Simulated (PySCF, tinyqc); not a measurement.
Inside a calculation. Method: CCD on RHF in the sto-3g basis, frozen core, for CH2, spin multiplicity 1. The lowest restricted solution is unstable here: a spin-polarised one lies 0.0515 hartree lower (PySCF). One step of it, computed by the program tinyqc.

Task: CCD: starting amplitudes. t_ij^ab = <ij||ab> / (e_i + e_j - e_a - e_b), whose energy is MP2.

orbital energies (hartree): MO1 -10.973700, MO2 -0.843800, MO3 -0.579749, MO4 -0.269027, MO5 0.236582, MO6 0.685198, MO7 0.912621

Two-electron integrals over orbitals (pq|rs), unique and non-zero (hartree); the lowest 1 orbital is frozen and left out:
```
p,q,r,s,(pq|rs)
2,2,2,2,0.553067
3,2,3,2,0.154924
3,3,2,2,0.530682
3,3,3,3,0.547745
4,2,2,2,0.033161
4,2,3,3,0.017669
4,2,4,2,0.073875
4,3,3,2,0.011792
4,3,4,3,0.027304
4,4,2,2,0.513609
4,4,3,3,0.488443
4,4,4,2,-0.072141
4,4,4,4,0.693709
5,2,5,2,0.090132
5,3,5,3,0.022214
5,4,5,2,-0.032211
5,4,5,4,0.048436
5,5,2,2,0.549044
5,5,3,3,0.502326
5,5,4,2,-0.027655
5,5,4,4,0.593974
5,5,5,5,0.672833
6,2,2,2,0.071110
6,2,3,3,0.019642
6,2,4,2,0.006496
6,2,4,4,0.089081
6,2,5,5,0.121055
6,2,6,2,0.096913
6,3,3,2,-0.078407
6,3,4,3,-0.017297
6,3,6,3,0.087616
6,4,2,2,0.033379
6,4,3,3,0.008912
6,4,4,2,0.020738
6,4,4,4,0.025246
6,4,5,5,0.030198
6,4,6,2,0.042450
6,4,6,4,0.028664
6,5,5,2,0.062308
6,5,5,4,-0.015873
6,5,6,5,0.051086
6,6,2,2,0.540079
6,6,3,3,0.526690
6,6,4,2,0.056935
6,6,4,4,0.464927
6,6,5,5,0.508752
6,6,6,2,0.043494
6,6,6,4,0.029539
6,6,6,6,0.571974
7,2,3,2,-0.006242
7,2,4,3,-0.025183
7,2,6,3,0.047745
7,2,7,2,0.051472
7,3,2,2,0.054668
7,3,3,3,0.035464
7,3,4,2,-0.044991
7,3,4,4,0.129501
7,3,5,5,0.122093
7,3,6,2,0.075249
7,3,6,4,0.021792
7,3,6,6,0.005440
7,3,7,3,0.112444
7,4,3,2,-0.061602
7,4,4,3,0.017653
7,4,6,3,0.031146
7,4,7,2,-0.008922
7,4,7,4,0.052584
7,5,5,3,0.018828
7,5,7,5,0.022067
7,6,3,2,0.123183
7,6,4,3,0.020790
7,6,6,3,-0.085221
7,6,7,2,-0.028819
7,6,7,4,-0.045954
7,6,7,6,0.123011
7,7,2,2,0.533979
7,7,3,3,0.546372
7,7,4,2,-0.009069
7,7,4,4,0.546450
7,7,5,5,0.542016
7,7,6,2,0.037882
7,7,6,4,0.008150
7,7,6,6,0.531473
7,7,7,3,0.068918
7,7,7,7,0.588367
```

Give: Starting amplitudes; correlation energy.

Result:

Starting amplitudes (spin orbitals 1a, 1b, ...; amplitudes related by a flip of all spins are not repeated):
```
from,to,t
4a 4b,5a 5b,-0.048
2a 2b,5a 5b,-0.042
3a 3b,7a 7b,-0.038
3a 3b,6a 6b,-0.035
2a 2b,6a 6b,-0.032
2a 3b,6a 7b,-0.025
4a 4b,7a 7b,-0.022
2a 4b,5a 5b,0.020
2a 4b,6a 6b,-0.017
2a 3b,6b 7a,0.016
4a 4b,6a 6b,-0.015
2a 2b,7a 7b,-0.015
3a 3b,5a 5b,-0.014
3a 4b,6a 7b,-0.013
2a 3a,6a 7a,-0.009
3a 4b,6b 7a,0.009
3a 4a,6a 7a,-3.82e-03
2a 4b,7a 7b,3.04e-03
```

correlation energy = -0.02890 hartree
